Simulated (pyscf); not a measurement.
Structures and frequencies: ωB97X-D3(BJ)/def2-SVP in PySCF.

SMILES: [Cl][GeH2][GeH]([Cl])[Cl]
```xyz
8

Cl     0.8255    -1.7896    -1.9362
Ge     0.9174     0.0452    -0.7952
Ge    -1.3159     0.9075    -0.8498
Cl    -1.2587     2.8414     0.1016
Cl    -2.5266    -0.3806     0.3724
H      1.3294    -0.2983     0.6363
H      1.9207     0.9740    -1.4834
H     -2.0052     1.0627    -2.2047
```

Question: What is the homolytic dissociation enthalpy (298 K, ωB97M-D3(BJ)/def2-TZVP) of the Cl–Ge bond of Cl–GeH₂–GeH(Cl)–Cl (SMILES [Cl][GeH2][GeH]([Cl])[Cl]), to Cl–GeH•–GeH₂–Cl + Cl•?

Answer: Cl–Ge to Cl–GeH•–GeH₂–Cl + Cl•: 390.4 kJ/mol. The 7 functionals that were run give +378.6 (B3LYP-D3(BJ)) to +407.4 kJ/mol (ωB97X-D3(BJ)). Cl–GeH•–GeH₂–Cl lies 21.6 kJ/mol over its isomer Cl–Ge•(Cl)–GeH₃, and others may lie lower still (electronic energy, ωB97M-D3(BJ)). Left out: the spin-orbit lowering of Cl. Elements up to Kr have no core potential and no relativistic terms here.
